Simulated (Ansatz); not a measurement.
System: trigonal Te. Method: PBE-D3(BJ) in Ansatz (PAW).

Settings: plane-wave cutoff 520 eV, 12×12×6 k mesh (along the axes of the cell as run), Fermi–Dirac smearing 0.01 eV, scalar-relativistic PAW data made under PBE.

Cell (relaxed at this level):

Te is taken in the trigonal space group P3₁21 (No. 152), Pearson symbol hP3. Lattice parameters: a = b = 4.3148 Å, c = 5.9684 Å, α = β = 90.00°, γ = 120.00°. Te on 3a is surrounded by 2 Te at 2.916 Å and 4 Te at 3.345 Å (octahedral). (Neighbours: up to the widest gap in distance over summed covalent radii, below 1.35, at either atom.)

Question: Estimate the bulk modulus, band gap and direct gap at Γ that the calculation returns.

Answer: 
* **bulk modulus**: 33.0 GPa
* **band gap**: 0.03 eV
* **direct gap at Γ**: 2.16 eV

Measured, for comparison: band gap 0.33 eV (temperature not stated, no zero-point or thermal correction, compiled measured gap; kind and temperature not stated; as tabulated in Kothakonda et al. (2022), arXiv:2208.02841); bulk modulus 19 GPa (temperature not stated, no zero-point or thermal correction; as tabulated in Yi et al. (2018), arXiv:1712.00894). Computed (rounded) less measured: bulk modulus +74 % (against room or unstated temperature, where such soft solids are markedly softer).

Note: the bulk modulus comes from volumes at which shape and atoms were relaxed.

Spin–orbit coupling is not included; it can close the smallest gap of 0.03 eV.

Static lattice: no zero-point or thermal effects.

It cost very roughly 11 core-minutes of CPU time.

Ansatz is a first-principles code.
